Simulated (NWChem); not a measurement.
Everything below was run with NWChem. System: OS, charge 0, spin multiplicity 3, at a geometry optimised with UPBE0/def2-SVP. The structure started from a generated list of species. Its SCF solution wasn't tested for a lower state. Level: ROCCSD(T)/def2-TZVP, 6 core orbitals frozen.

NWChem printed:

```
             Northwest Computational Chemistry Package (NWChem) 7.3.0
             --------------------------------------------------------

                                NWChem Input Module
                                -------------------

 Scaling coordinates for geometry "geometry" by  1.889725989
 (inverse scale =  0.529177249)

 Turning off AUTOSYM since
 SYMMETRY directive was detected!

                             Geometry "geometry" -> ""
                             -------------------------

 Output coordinates in angstroms (scale by  1.889725989 to convert to a.u.)

  No.       Tag          Charge          X              Y              Z
 ---- ---------------- ---------- -------------- -------------- --------------
    1 O                    8.0000     0.00000000     0.00000000     1.00118300
    2 S                   16.0000     0.00000000     0.00000000    -0.50059200

 Effective nuclear repulsion energy (a.u.)      45.1030865955

            Nuclear Dipole moment (a.u.)
            ----------------------------
        X                 Y               Z
 ---------------- ---------------- ----------------
     0.0000000000     0.0000000000    -0.0000151178

      Symmetry information
      --------------------

 Group name             C2v
 Group number             16
 Group order               4
 No. of unique centers     2

      Symmetry unique atoms

     1    2


 Summary of "ao basis" -> "" (spherical)
 ------------------------------------------------------------------------------
       Tag                 Description            Shells   Functions and Types
 ---------------- ------------------------------  ------  ---------------------
 *                         def2-tzvp                  on all atoms

 Summary of "ao basis" -> "ao basis" (spherical)
 ------------------------------------------------------------------------------
       Tag                 Description            Shells   Functions and Types
 ---------------- ------------------------------  ------  ---------------------
 O                         def2-tzvp                11       31   5s3p2d1f
 S                         def2-tzvp                13       37   5s5p2d1f

                                 NWChem SCF Module
                                 -----------------

  ao basis        = "ao basis"
  functions       =    68
  atoms           =     2
  closed shells   =    11
  open shells     =     2
  charge          =   0.00
  wavefunction    = ROHF
  use symmetry    = T
  symmetry adapt  = T

 Summary of "ao basis" -> "ao basis" (spherical)
 ------------------------------------------------------------------------------
       Tag                 Description            Shells   Functions and Types
 ---------------- ------------------------------  ------  ---------------------
 O                         def2-tzvp                11       31   5s3p2d1f
 S                         def2-tzvp                13       37   5s5p2d1f

      Symmetry analysis of basis
      --------------------------

        a1         30
        a2          6
        b1         16
        b2         16

 Forming initial guess at       0.0s

      Symmetry analysis of molecular orbitals - initial
      -------------------------------------------------

  Numbering of irreducible representations:

     1 a1          2 a2          3 b1          4 b2

  Orbital symmetries:

     1 a1          2 a1          3 a1          4 b2          5 b1
     6 a1          7 a1          8 a1          9 b1         10 b2
    11 a1         12 b2         13 b1         14 a1         15 b2
    16 b1         17 a1         18 a2         19 a1         20 a1
    21 b2         22 b1         23 a1

 Starting SCF solution at       0.0s

 ----------------------------------------------
         Quadratically convergent ROHF

 Convergence threshold     :          1.000E-07
 Maximum no. of iterations :          100
 Final Fock-matrix accuracy:          1.000E-09
 ----------------------------------------------

              iter       energy          gnorm     gmax       time
             ----- ------------------- --------- --------- --------
                 1     -472.3625941532  1.04D+00  4.86D-01      0.3
[...]
 Vector   14  Occ=0.000000D+00  E= 1.493480D-01  Symmetry=a1
              MO Center= -7.7D-17,  6.7D-16, -7.4D-01, r^2= 3.4D+00
   Bfn.  Coefficient  Atom+Function         Bfn.  Coefficient  Atom+Function
  ----- ------------  ---------------      ----- ------------  ---------------
     5      1.587169  1 O  s                 51     -1.535254  2 S  pz
    36     -1.446642  2 S  s                 14     -0.732266  1 O  pz
    48     -0.315609  2 S  pz                11     -0.214269  1 O  pz
     8     -0.157741  1 O  pz

 Vector   15  Occ=0.000000D+00  E= 3.831858D-01  Symmetry=b1
              MO Center=  7.2D-16, -5.0D-17, -6.0D-01, r^2= 4.0D+00
   Bfn.  Coefficient  Atom+Function         Bfn.  Coefficient  Atom+Function
  ----- ------------  ---------------      ----- ------------  ---------------
    49      1.449031  2 S  px                46     -1.169618  2 S  px

 Vector   16  Occ=0.000000D+00  E= 3.831858D-01  Symmetry=b2
              MO Center=  9.8D-17, -3.3D-17, -6.0D-01, r^2= 4.0D+00
   Bfn.  Coefficient  Atom+Function         Bfn.  Coefficient  Atom+Function
  ----- ------------  ---------------      ----- ------------  ---------------
    50      1.449031  2 S  py                47     -1.169618  2 S  py

 center of mass
 --------------
 x =   0.00000000 y =   0.00000000 z =   0.00034943

 moments of inertia (a.u.)
 ------------------
          85.865280307341           0.000000000000           0.000000000000
           0.000000000000          85.865280307341           0.000000000000
           0.000000000000           0.000000000000           0.000000000000

  Mulliken analysis of the total density
  --------------------------------------

    Atom       Charge   Shell Charges
 -----------   ------   -------------------------------------------------------
    1 O    8     8.45   0.79  1.18  0.60  0.98  0.34  1.77  1.96  0.80  0.00  0.03  0.00
    2 S   16    15.55   2.01  0.49  1.48  1.12  0.81  4.17  1.70  0.83  1.96  0.73  0.08  0.15  0.03

 Mulliken analysis of the open-shell density
 -------------------------------------------

    Atom       Charge   Shell Charges
 -----------   ------   -------------------------------------------------------
    1 O    8     0.49   0.00 -0.00  0.00  0.00  0.00  0.24  0.20  0.05  0.00 -0.00  0.00
    2 S   16     1.51   0.00  0.00 -0.00  0.00  0.00  0.04 -0.03  0.25  0.78  0.39  0.02  0.06  0.01

       Multipole analysis of the density wrt the origin
       ------------------------------------------------

     L   x y z        total         open         nuclear
     -   - - -        -----         ----         -------
     0   0 0 0     -0.000000     -2.000000     24.000000

     1   1 0 0      0.000000     -0.000000      0.000000
     1   0 1 0      0.000000     -0.000000      0.000000
     1   0 0 1     -0.939493      0.933489     -0.000015

     2   2 0 0    -12.941039     -3.273489      0.000000
     2   1 1 0      0.000000      0.000000      0.000000
     2   1 0 1     -0.000000      0.000000      0.000000
     2   0 2 0    -12.941039     -3.273489      0.000000
     2   0 1 1     -0.000000     -0.000000      0.000000
     2   0 0 2    -13.975389     -6.186012     42.954250

                   NWChem Extensible Many-Electron Theory Module
                   ---------------------------------------------


            General Information
            -------------------
      Number of processors :     1
         Wavefunction type : Restricted open-shell Hartree-Fock
          No. of electrons :    24
           Alpha electrons :    13
            Beta electrons :    11
           No. of orbitals :   136
            Alpha orbitals :    68
             Beta orbitals :    68
        Alpha frozen cores :     6
         Beta frozen cores :     6
     Alpha frozen virtuals :     0
      Beta frozen virtuals :     0
         Spin multiplicity : triplet
    Number of AO functions :    68
       Number of AO shells :    24
        Use of symmetry is : on
      Symmetry adaption is : on
         Schwarz screening : 0.10D-09

          Correlation Information
          -----------------------
          Calculation type : Coupled-cluster singles & doubles w/ perturbation
   Perturbative correction : (T)
            Max iterations :      100
        Residual threshold : 0.10D-05
     T(0) DIIS level shift : 0.00D+00
     L(0) DIIS level shift : 0.00D+00
     T(1) DIIS level shift : 0.00D+00
     L(1) DIIS level shift : 0.00D+00
     T(R) DIIS level shift : 0.00D+00
     T(I) DIIS level shift : 0.00D+00
   CC-T/L Amplitude update :  5-th order DIIS
                I/O scheme : Global Array Library
        L-threshold :  0.10D-05
        EOM-threshold :  0.10D-05
 no EOMCCSD initial starts read in
 TCE RESTART OPTIONS
 SLICE:      F
 D4D5:       F
 quantumc:   F
 qrotation:  F
 pwtce:      F
 qducc:      F
 nacto:                         0
 nrotv:                         0
 nrot:                          0

            Memory Information
            ------------------
          Available GA space size is     249027552 doubles
          Available MA space size is     104850588 doubles

 Maximum block size supplied by input
 Maximum block size        24 doubles

 tile_dim =     23

 -------------------------------------------------

 Global array virtual files algorithm will be used

 Parallel file system coherency ......... OK

 4-electron integrals stored in orbital form

 v2    file size   =          1137091
 4-index algorithm nr.  13 is used
 imaxsize =       30
 imaxsize ichop =        0


CCSD iterations
 ---------------------------------------------------------
 Iter          Residuum       Correlation     Cpu    Wall
 ---------------------------------------------------------
    1   0.2510528759338  -0.4182906742340     0.3     0.3
    2   0.0801760091908  -0.3814760721300     0.3     0.3
    3   0.0474082340263  -0.4091705974422     0.3     0.3
    4   0.0310144400388  -0.3977486313085     0.3     0.3
    5   0.0241753804401  -0.4058763003340     0.3     0.3
    6   0.0030354693060  -0.4033561987878     0.3     0.3
    7   0.0019148520624  -0.4031193567224     0.3     0.3
    8   0.0008412259289  -0.4032228146233     0.3     0.3
    9   0.0008832957130  -0.4031582338439     0.3     0.3
   10   0.0004281026925  -0.4032443925483     0.3     0.3
   11   0.0000985560307  -0.4032399296670     0.3     0.3
   12   0.0000468637043  -0.4032253115890     0.3     0.3
   13   0.0000237723986  -0.4032327277997     0.3     0.3
   14   0.0000199475525  -0.4032285141799     0.3     0.3
   15   0.0000112045546  -0.4032315041158     0.3     0.3
   16   0.0000027717233  -0.4032303578949     0.3     0.3
   17   0.0000019183291  -0.4032303441652     0.3     0.3
   18   0.0000008567165  -0.4032303911507     0.3     0.3
 -----------------------------------------------------------------
 Iterations converged
 CCSD correlation energy / hartree =        -0.403230391150684
 CCSD total energy / hartree       =      -472.788323636806410

 Singles contributions

 Doubles contributions
 CCSD(T)
 Using plain CCSD(T) code
             total no. of tasks         1631
 total no. of tasks / no. procs         1631
                         wl_min            1           1.0
                         wl_max       328509           8.3
        thresh for no. of tasks         1631

 CCSD[T]  correction energy / hartree =        -0.022245057202002
 CCSD[T] correlation energy / hartree =        -0.425475448352686
 CCSD[T] total energy / hartree       =      -472.810568694008396
 CCSD(T)  correction energy / hartree =        -0.020810410896444
 CCSD(T) correlation energy / hartree =        -0.424040802047128
 CCSD(T) total energy / hartree       =      -472.809134047702855

 Task  times  cpu:       10.3s     wall:       10.3s

 Total times  cpu:       10.4s     wall:       10.4s
```

Problem. Write an NWChem input that would produce this output.

Solution. Several could match; the one computed here: 
```
start mol
memory heap 100 mb stack 700 mb global 1900 mb
geometry units angstroms nocenter noautoz
  O      0.000000     0.000000     1.001183
  S      0.000000     0.000000    -0.500592
  symmetry group C2v
end
basis spherical
  * library def2-tzvp
end
scf
  rohf
  nopen 2
  maxiter 100
  thresh 1e-7
  semidirect memsize 60000000 filesize 0
  # guess.movecs holds the orbitals of an unrestricted PBE0 run
  vectors input guess.movecs output mol.movecs
end
tce
  freeze core 6
  ccsd(t)
  2eorb
  2emet 13
  thresh 1e-6
  maxiter 100
  tilesize 24
end
task tce energy
```
